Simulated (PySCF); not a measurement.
Removing an electron from CH3Li

Species: CH₃Li.
Cartesian coordinates in Å at the PBE0-D3(BJ)/def2-TZVP level; atoms count from 1:
```xyz
5
CH3Li angstrom
Li     1.831   -0.137   -0.077
C     -0.129   -0.002   -0.033
H     -0.603   -0.452   -0.917
H     -0.491    1.035    0.005
H     -0.574   -0.507    0.835
```

Level: wB97X-D/aug-cc-pVTZ (PySCF). Frontier orbitals with their largest atomic shares (Löwdin; up to four atoms above 4 %):

```
orbital  ε (eV)                          main atoms
 HOMO−3  -18.63  C2 29 %, H3 20 %, H5 20 %, H4 20 %
 HOMO−2  -10.70  C2 50 %, H3 21 %, H4 11 %, H5 10 %
 HOMO−1  -10.70   C2 50 %, H5 18 %, H4 18 %, H3 7 %
   HOMO   -6.87                                   ?
   LUMO   -0.14                            Li1 88 %
 LUMO+1    0.47                            Li1 99 %
 LUMO+2    0.47                            Li1 99 %
```

What vertical ionisation energy does ΔSCF give, and how far is −ε(HOMO) from it?

ΔSCF: 7.40 eV (714 kJ/mol; threshold wavelength 167 nm); ⟨S²⟩ of the doublet left behind is 0.753, against 0.75 for a pure doublet. −ε(HOMO) is 6.87 eV, 0.53 eV below it. In exact Kohn–Sham theory the two would be equal; wB97X-D (range-separated hybrid) falls short of its own ΔSCF value by 7 %.

On which atoms does the HOMO lie?

C2 (methyl carbon) 58 %, H3 (methyl hydrogen) 10 %, H5 (methyl hydrogen) 10 %, H4 (methyl hydrogen) 10 %, so more than half of it is on one atom. The HOMO−1 lies 3.83 eV lower.

And the vertical electron affinity, the fundamental gap, Mulliken's electronegativity and the hardness (with the factor ½)?

EA = 0.40 eV by ΔSCF (−ε(LUMO) = 0.14 eV). IE − EA = 7.00 eV against an orbital gap of 6.73 eV; (IE + EA)/2 = 3.90 eV; (IE − EA)/2 = 3.50 eV.

What total energies stand behind the ΔSCF value?

E(N) = -47.40307 Eh and E(N − 1) = -47.13094 Eh at the same geometry, 0.27213 Eh apart. With one more electron, E(N + 1) = -47.41760 Eh.

Shift the occupied levels rigidly so that −ε(HOMO) equals the ΔSCF value. What binding energies result?

The shift is +0.53 eV: HOMO 7.40, HOMO−1 11.23, HOMO−2 11.23, HOMO−3 19.16 eV. A rigid shift is only a rough guide to the deeper ionisations.

Isolated species at its PBE0-D3(BJ)/def2-TZVP geometry, gas phase.

The pairwise dispersion term of wB97X-D wasn't added to the energies; at a given geometry it leaves orbitals and properties as they are.
